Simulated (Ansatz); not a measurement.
This was printed by a script on Ansatz 0.2.0, Python API, for a geometry optimisation of C5H8O, SMILES OC[C@]12C[C@H]1C2. What did the script look like? Settings: Hartree-Fock, def2-SVP basis, multiplicity 1.

```xyz
14

O    -2.3315    0.2196   -0.0692
C    -1.0969   -0.0417   -0.6779
C    -0.0472   -0.3753    0.4085
C     0.5318    0.8488    1.0918
C     1.3709    0.1342    0.0542
C     1.0358   -1.3355   -0.0503
H    -2.2848    1.1456    0.2854
H    -0.8078    0.8191   -1.3249
H    -1.2350   -0.9175   -1.3471
H     0.1505    1.8388    0.7607
H     0.8748    0.6666    2.1312
H     1.3787    0.6458   -0.9325
H     1.4810   -1.9410    0.7662
H     0.9797   -1.7075   -1.0961
```

`python run_opt.py` gives:
```text
step   1  E = -7306.329296 eV  max force 3.7495 eV/A
step   2  E = -7307.525235 eV  max force 1.8087 eV/A
step   3  E = -7307.783677 eV  max force 1.7509 eV/A
step   4  E = -7307.971692 eV  max force 0.7740 eV/A
step   5  E = -7308.037465 eV  max force 0.5141 eV/A
step   6  E = -7308.061672 eV  max force 0.4198 eV/A
step   7  E = -7308.079507 eV  max force 0.3284 eV/A
step   8  E = -7308.083331 eV  max force 0.1225 eV/A
step   9  E = -7308.085239 eV  max force 0.0639 eV/A
step  10  E = -7308.085153 eV  max force 0.1011 eV/A
step  11  E = -7308.085532 eV  max force 0.0427 eV/A
step  12  E = -7308.085784 eV  max force 0.0154 eV/A
step  13  E = -7308.085804 eV  max force 0.0033 eV/A
E = -7308.085804 eV = -268.5671997 Ha
converged: True  doubts: none
bond        before    after (A)
O0-C1        1.4011   1.3944
O0-H6        0.9927   0.9442
C1-C2        1.5471   1.4953
C1-H7        1.1150   1.0960
C1-H8        1.1108   1.0895
C2-C3        1.5168   1.4948
C2-C4        1.5479   1.4587
C2-C5        1.5183   1.4900
C3-C4        1.5137   1.4879
C3-H9        1.1114   1.0867
C3-H10       1.1096   1.0894
C4-C5        1.5110   1.4895
C4-H11       1.1115   1.0790
C5-H12       1.1097   1.0891
```

The script that was run (others could print the same):

`run_opt.py`:
```python
# -*- coding: utf-8 -*-
import ansatz as az
import numpy as np

BASIS_SET = 'def2-SVP'
FUNCTIONAL = 'hf'


def main():
    geometry = (
        az.Crystal.molecule()
        .atom('O', [-2.3315, 0.2196, -0.0692])
        .atom('C', [-1.0969, -0.0417, -0.6779])
        .atom('C', [-0.0472, -0.3753, 0.4085])
        .atom('C', [0.5318, 0.8488, 1.0918])
        .atom('C', [1.3709, 0.1342, 0.0542])
        .atom('C', [1.0358, -1.3355, -0.0503])
        .atom('H', [-2.2848, 1.1456, 0.2854])
        .atom('H', [-0.8078, 0.8191, -1.3249])
        .atom('H', [-1.235, -0.9175, -1.3471])
        .atom('H', [0.1505, 1.8388, 0.7607])
        .atom('H', [0.8748, 0.6666, 2.1312])
        .atom('H', [1.3787, 0.6458, -0.9325])
        .atom('H', [1.481, -1.941, 0.7662])
        .atom('H', [0.9797, -1.7075, -1.0961])
    )

    job = (
        geometry.calculation()
        .basis(gaussian=BASIS_SET)
        .functional(FUNCTIONAL)
    )
    symbols = [site.symbol for site in geometry.cartesian_sites]
    start = np.array([site.position_ang for site in geometry.cartesian_sites], dtype=float)
    def progress(event):
        if event['event'] == 'relax_step':
            row = event['data']
            print(f'step {row["step"]:3d}  E = {row["lagrangian_ev"]:.6f} eV  max force {row["allowed_force_max_ev_ang"]:.4f} eV/A')


    rep = job.relax(force_tolerance=0.01).session().plan().execute(on_event=progress).report
    end = np.array(rep['positions_ang'])

    print(f'E = {rep["free_energy_ev"]:.6f} eV = {rep["free_energy_ev"] / 27.211386246:.7f} Ha')
    print('converged:', rep['converged'], ' doubts:', rep['published_state_doubts'] or 'none')

    print('bond        before    after (A)')
    for i, j in [(0, 1), (0, 6), (1, 2), (1, 7), (1, 8), (2, 3), (2, 4), (2, 5), (3, 4), (3, 9), (3, 10), (4, 5), (4, 11), (5, 12)]:
        d0, d1 = (np.linalg.norm(xyz[i] - xyz[j]) for xyz in (start, end))
        print(f'{symbols[i]}{i}-{symbols[j]}{j}'.ljust(10), f'{d0:8.4f} {d1:8.4f}')
    with open('c5h8o_opt.xyz', 'w') as handle:
        handle.write(f'{len(symbols)}\nrelaxed C5H8O\n')
        handle.writelines(f'{s:2s} {x:11.6f} {y:11.6f} {z:11.6f}\n' for s, (x, y, z) in zip(symbols, end))


if __name__ == '__main__':
    main()
```

Reading the output:
- Total energies depend on the basis set; only differences at equal settings carry meaning.
- The end point is the stationary point reached from this start; no frequency run checks that it is a minimum, and the basis set is modest.
- Run time: 33 s on 1 thread of Intel(R) Xeon(R) 6975P-C (Granite Rapids), on a shared host, peak memory 0.37 GiB.

(A comment or docstring line of the script was reworded after the run, the code is as it ran; lines on the test bed's own set-up are left out of the output.)
